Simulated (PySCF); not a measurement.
## Atomic charges by several schemes

Species: C2H2N2.
Numbering: `[H]/[N:4]=[CH:3]\[C:2]#[N:1]` (hydrogens: H5 on C3; H6 on N4)

Cartesian coordinates in Å at the PBE0-D3(BJ)/def2-SVP level; atoms count from 1:
```
atom  x, y, z in Å
N1     2.1396   -0.4497    0.0326
C2     1.0539   -0.0498   -0.0289
C3    -0.3143    0.4182   -0.1058
N4    -1.3400   -0.3272   -0.0998
H5    -0.4379    1.5098   -0.1741
H6    -1.0773   -1.3165   -0.0319
```

Density: PBE0/pcSseg-1 (PySCF); schemes: Mulliken, IAO, Hirshfeld and ESP-fitted. Isolated species at its PBE0-D3(BJ)/def2-SVP geometry, gas phase.

Question: Tabulate the Mulliken, IAO, Hirshfeld and ESP-fitted charges.

Answer: In e:

```json
{"atom": "N1", "environment": "nitrile nitrogen", "Mulliken": "-0.220", "IAO": "-0.193", "Hirshfeld": "-0.183", "ESP-fitted": "-0.360"}
{"atom": "C2", "environment": "nitrile carbon", "Mulliken": "+0.063", "IAO": "+0.096", "Hirshfeld": "+0.080", "ESP-fitted": "+0.194"}
{"atom": "C3", "environment": "imine carbon", "Mulliken": "+0.082", "IAO": "+0.010", "Hirshfeld": "+0.077", "ESP-fitted": "+0.347"}
{"atom": "N4", "environment": "imine nitrogen", "Mulliken": "-0.286", "IAO": "-0.357", "Hirshfeld": "-0.177", "ESP-fitted": "-0.657"}
{"atom": "H5", "environment": "hydrogen on a C=N carbon", "Mulliken": "+0.172", "IAO": "+0.180", "Hirshfeld": "+0.076", "ESP-fitted": "+0.081"}
{"atom": "H6", "environment": "N–H hydrogen", "Mulliken": "+0.188", "IAO": "+0.265", "Hirshfeld": "+0.127", "ESP-fitted": "+0.396"}
```

Mean size of the charges over all atoms: ESP-fitted 0.339 e, IAO 0.183 e, Mulliken 0.169 e, Hirshfeld 0.120 e. Each set sums to the total charge, 0, to within 0.001 e. The IAO scheme projects the occupied orbitals on a minimal set of polarised atomic orbitals and counts the electrons in each atom's part of it.

Lowest charge. The schemes don't all agree: Mulliken N4 (-0.286); IAO N4 (-0.357); Hirshfeld N1 (-0.183); ESP-fitted N4 (-0.657).

Highest charge. All schemes agree: Mulliken H6 (+0.188); IAO H6 (+0.265); Hirshfeld H6 (+0.127); ESP-fitted H6 (+0.396).

Question: How closely do the schemes follow one another over all atoms?

Answer: Correlation coefficient and root-mean-square difference: Mulliken with Hirshfeld 0.97, 0.066 e; Mulliken with IAO 0.97, 0.055 e; Hirshfeld with ESP-fitted 0.95, 0.265 e; IAO with Hirshfeld 0.93, 0.106 e; Mulliken with ESP-fitted 0.93, 0.222 e; IAO with ESP-fitted 0.90, 0.212 e.

Question: Sum the charges by element.

Answer: 
| element | atoms | Mulliken | IAO | Hirshfeld | ESP-fitted |
| --- | --- | --- | --- | --- | --- |
| N | 2 | -0.506 | -0.550 | -0.360 | -1.017 |
| C | 2 | +0.145 | +0.105 | +0.157 | +0.541 |
| H | 2 | +0.360 | +0.445 | +0.203 | +0.476 |

Question: How many electrons does the Hirshfeld scheme count on C2?

Answer: Z − q = 6 − (+0.080) = 5.920.
